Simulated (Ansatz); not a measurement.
# C₄H₈O₂: ionisation energy by level of theory

An exercise on one series of results from a longer session: the logs are not shown, and one member is left open.

Program: Ansatz 0.2.0, Gaussian basis. Level of theory: unrestricted cation, the program's frozen cores in correlated methods. These are calculated values, not measurements.

The runs, in order: UKS PBE-D4/def2-TZVPP; UKS r2SCAN-D4/def2-TZVPP; UKS PBE0-D4/def2-TZVPP; UKS B3LYP-D4/def2-TZVPP; UKS wB97X-V/def2-TZVPP; UKS wB97M-V/def2-TZVPP; UKS B2PLYP/def2-TZVPP; UHF-CCSD(T)/def2-TZVPP; UHF-MP2/def2-QZVPP; extrapolation to the limit; then −ε(HOMO) from the neutral's earlier runs with LDA (SPW92), PBE-D4, revPBE-D4, BLYP-D4, r2SCAN-D4, B97M-V, PBE0-D4, B3LYP-D4, r2SCANh-D4, r2SCAN0-D4, HSE06-D4, BHLYP-D4, CAM-B3LYP-D4, LC-ωPBE, ωB97X-V, ωB97M-V.

## The geometry

An earlier PBE0-D4 in a triple-zeta def2 set relaxation fixed the geometry.

SMILES `CC1OCCO1`, 14 atoms, charge 0, spin multiplicity 1.

Atoms are counted from 1 here; the program's logs count them from 0.

Bond lengths: C1–C2 1.499 Å, C1–H7 1.091 Å, C1–H8 1.091 Å, C1–H9 1.091 Å, C2–O3 1.401 Å, C2–O6 1.412 Å, C2–H10 1.106 Å, O3–C4 1.409 Å, C4–C5 1.530 Å, C4–H11 1.098 Å, C4–H12 1.090 Å, C5–O6 1.417 Å, C5–H13 1.094 Å, C5–H14 1.095 Å. Angles: C2–C1–H7 110.0°, C2–C1–H8 109.6°, C2–C1–H9 109.8°, H7–C1–H8 109.4°, H7–C1–H9 108.8°, H8–C1–H9 109.2°, C1–C2–O3 110.9°, C1–C2–O6 110.8°, C1–C2–H10 111.3°, O3–C2–O6 105.9°, O3–C2–H10 109.1°, O6–C2–H10 108.7°, C2–O3–C4 104.3°, O3–C4–C5 103.2°, O3–C4–H11 110.5°, O3–C4–H12 108.8°, C5–C4–H11 111.2°, C5–C4–H12 113.9° and more.

The first run:

Input file in.yaml:

```yaml
crystal:
  periodic: [false, false, false]
  atoms:
    - {symbol: C, position_ang: [-0.003441, -1.524936, -1.375514]}
    - {symbol: C, position_ang: [-0.284853, -0.665634, -0.179994]}
    - {symbol: O, position_ang: [0.889555, -0.411990, 0.540934]}
    - {symbol: C, position_ang: [0.591418, 0.740466, 1.295639]}
    - {symbol: C, position_ang: [-0.297391, 1.554388, 0.352524]}
    - {symbol: O, position_ang: [-0.776473, 0.597663, -0.575755]}
    - {symbol: H, position_ang: [0.376519, -2.496319, -1.056061]}
    - {symbol: H, position_ang: [0.737212, -1.036895, -2.010261]}
    - {symbol: H, position_ang: [-0.920753, -1.675858, -1.945707]}
    - {symbol: H, position_ang: [-1.024975, -1.140773, 0.490286]}
    - {symbol: H, position_ang: [0.053468, 0.470345, 2.214481]}
    - {symbol: H, position_ang: [1.524179, 1.237363, 1.561367]}
    - {symbol: H, position_ang: [0.265299, 2.319329, -0.190053]}
    - {symbol: H, position_ang: [-1.129762, 2.032842, 0.878093]}
basis:
  gaussian: {orbitals: def2-TZVPP}
total_charge: 1
magnetization: {spin_polarized: true, initial_magnetization: 1}
hamiltonian: {xc: pbe, dispersion: d4}
```

The run is started by

```
$ ansatz run in.yaml --threads 2 --pin off --events-out ev --progress --plain --max-ram 32768MiB --backend cuda --devices 0, --max-vram 18GiB
```

Among the steps run: Cation, UKS PBE-D4/def2-TZVPP; Cation, UKS r2SCAN-D4/def2-TZVPP; Cation, UKS PBE0-D4/def2-TZVPP; Cation, UKS B3LYP-D4/def2-TZVPP; Cation, UKS wB97X-V/def2-TZVPP; Cation, UKS wB97M-V/def2-TZVPP; Cation, UKS B2PLYP (frozen core)/def2-TZVPP; Cation, UHF-CCSD(T)/def2-TZVPP; Cation, UHF-MP2/def2-QZVPP.

One table of the session follows, with a row left open; its other results are not shown here.

It belongs to the step «Ionisation energies side by side». For comparison, −ε(HOMO) of the neutral from earlier runs:

| functional | −ε(HOMO) (eV) |
| --- | --- |
| LDA (SPW92) | 5.99 |
| PBE-D4 | 5.87 |
| revPBE-D4 | 5.81 |
| BLYP-D4 | 5.81 |
| r2SCAN-D4 | 6.18 |
| B97M-V | 6.36 |
| PBE0-D4 | 7.46 |
| B3LYP-D4 | 7.24 |
| r2SCANh-D4 | 6.78 |
| r2SCAN0-D4 | 7.68 |
| HSE06-D4 | 7.05 |
| BHLYP-D4 | 9.03 |
| CAM-B3LYP-D4 | 8.94 |
| LC-ωPBE | 10.23 |
| ωB97X-V | ? |
| ωB97M-V | 9.88 |

Q: Estimate the row for ωB97X-V from the others.

**Answer.** −ε(HOMO) (eV): 9.94. In the column «−ε(HOMO) (eV)» it lies between ωB97M-V (9.88) and LC-ωPBE (10.23).
